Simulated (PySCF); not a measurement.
The vertical singlet excitations below were computed for one of the candidates. Level of theory: TDDFT wB97X-D/def2-SVPD, vertical, gas phase, core orbitals frozen in the response (PySCF 2.14.0, density-fitted response routines). Geometries: PBE0-D3(BJ)/def2-SVP, one conformer each.

```
state  ν̃ (cm⁻¹)       f    main configurations (H = HOMO, L = LUMO)
   S1      35590  0.0037                                   H→L (98%)
   S2      51360  0.0000                                 H-2→L (95%)
   S3      52550   0.249                                 H-1→L (87%)
   S4      60390  0.0001  H-1→L+1 (70%), H-1→L+2 (14%), H-4→L+1 (8%)
   S5      61100  0.0017                                 H→L+1 (94%)
   S6      63220  0.0066                                 H-3→L (92%)
   S7      64340   0.117                  H-4→L (70%), H-2→L+1 (12%)
   S8      66840  0.0028                                 H-5→L (93%)
   S9      68370  0.0092                                 H→L+2 (88%)
  S10      72110  0.0074                H-1→L+2 (62%), H-1→L+1 (23%)
```

Triplets computed (Tamm–Dancoff): 3.62, 4.13, 6.00, 6.21 eV.

Orbital energies (eV): HOMO-3 -13.02, HOMO-2 -12.19, HOMO-1 -10.99, HOMO -10.29, LUMO -0.35, LUMO+1 1.94, LUMO+2 2.42.

Task: Which structure fits? All have the formula C3H4N2.
A. `C/N=C\C#N`
B. `[H]/N=C/CC#N`
C. `N(=C)CC#N`

Result: A. Its S1, at 4.41 eV, is the lowest among the candidates; the nearest of the others has S1 at 5.07 eV. S1 is HOMO→LUMO (98%). Löwdin shares by element: HOMO nitrogen 61% or more, carbon 23% or more, hydrogen 6% or more; LUMO nitrogen 50%, carbon 41% or more. At the same level the other candidates give, for their lowest levels:
- `C=NCC#N`: 5.07 eV (f 0.001); 7.42 eV (f 0.009); 7.65 eV (f 0.007); 7.94 eV (f 0.038); 8.07 eV (f 0.046); T1 4.29 eV; HOMO -10.19, LUMO 0.67 eV
- `[H]/N=C/CC#N`: 5.41 eV (f 0.003); 7.55 eV (f 0.006); 7.87 eV (f 0.015); 7.95 eV (f 0.019); 8.03 eV (f 0.002); T1 4.60 eV; HOMO -10.39, LUMO 0.81 eV
